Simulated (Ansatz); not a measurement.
System: H$_{3}$O$_{2}$ (charge +1, singlet). It need not be the lowest isomer of its formula. 
Coordinates optimised at B3LYP-D3(BJ)/def2-TZVP (Ansatz, an electronic-structure program):
```
O
H 1 0.9882
H 1 0.9882 2 110.68
O 1 1.4533 2 105.72 3 -114.02
H 4 0.9836 1 100.29 2 -121.30
```
Charge +1, spin multiplicity 1.

Basis-set convergence of Hartree-Fock and CCSD correlation energies (hartree) with Ansatz. Valence correlation only, unless marked. Spin-orbit coupling is left out. Non-relativistic.

```json
[
 {"basis": "cc-pVDZ", "functions": "43", "E(HF)": "-151.05808", "E(corr, CCSD)": "-0.40283"},
 {"basis": "cc-pVTZ", "functions": "102", "E(HF)": "-151.10994", "E(corr, CCSD)": "-0.50088"},
 {"basis": "cc-pVQZ", "functions": "200", "E(HF)": "-151.12160", "E(corr, CCSD)": "-0.53351"}
]
```

Extrapolating the two largest sets (X = 3 and 4) as X^-3: E(corr) = (64·(-0.53351) - 27·(-0.50088))/37 = -0.5573 Eh, an estimate of the basis-set limit. The largest set recovers 95.7 % of it, the smallest 72.3 %.
